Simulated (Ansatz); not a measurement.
Total energies of `CC(C)C(C)S`.

```xyz
18

C    -0.4825    1.3694    0.9524
C    -0.6470    0.0100    0.2828
C    -1.8780    0.0247   -0.6140
C     0.6183   -0.3847   -0.4877
C     1.8693   -0.4003    0.3702
S     0.3358   -2.0341   -1.2290
H     0.3009    1.3708    1.7112
H    -0.2416    2.1411    0.2141
H    -1.4143    1.6621    1.4415
H    -0.7966   -0.7450    1.0658
H    -1.7529    0.7463   -1.4276
H    -2.7626    0.3162   -0.0431
H    -2.0764   -0.9496   -1.0635
H     0.7472    0.3247   -1.3127
H     2.0975    0.5981    0.7504
H     2.7350   -0.7353   -0.2047
H     1.7465   -1.0778    1.2188
H     1.6014   -2.2366   -1.6250
```

Charge 0, multiplicity 1. Geometry: relaxed with PBE0-D4/def2-TZVP. It is one conformer, not always the lowest. Basis def2-TZVPP, the Gaussian-basis code of Ansatz.

RPA on PBE orbitals: Hartree–Fock energy of these orbitals -593.88250 Eh, correlation -1.80837 Eh (frozen core).

```csv
functional,energy without D4 (Eh),D4 term (kJ/mol)
ωB97M-V,-595.89814,–
B2PLYP,-595.71653,–
```

Q: Give the same for LDA (SPW92), PBE, revPBE, BLYP, r2SCAN, B97M-V, PBE0, B3LYP, r2SCANh, r2SCAN0, HSE06 (plane-wave form), BHLYP, CAM-B3LYP, LC-ωPBE, ωB97X-V, PBE-QIDH. (Best estimate.)

A: The calculation gave: 
| functional | energy without D4 (Eh) | D4 term (kJ/mol) |
| --- | --- | --- |
| LDA (SPW92) | -592.78061 | – |
| PBE | -595.57905 | -41.5 |
| revPBE | -595.89711 | -134.9 |
| BLYP | -595.90393 | -91.5 |
| r2SCAN | -595.88568 | -11.0 |
| B97M-V | -595.94785 | – |
| PBE0 | -595.65385 | -35.2 |
| B3LYP | -596.06674 | -66.0 |
| r2SCANh | -595.87845 | -11.5 |
| r2SCAN0 | -595.86883 | -12.6 |
| HSE06 (plane-wave form) | -595.63345 | -32.5 |
| BHLYP | -595.90536 | -46.7 |
| CAM-B3LYP | -595.92962 | -35.3 |
| LC-ωPBE | -595.81011 | – |
| ωB97X-V | -595.92926 | – |
| PBE-QIDH | -595.54770 | – |

B3LYP takes the VWN-RPA correlation (the form of Gaussian; ORCA's B3LYP/G). HSE06 is the plane-wave form, built on full-range PBE exchange. The double hybrids freeze the cores in their second-order part.

LC-ωPBE has ω = 0.4 bohr⁻¹.
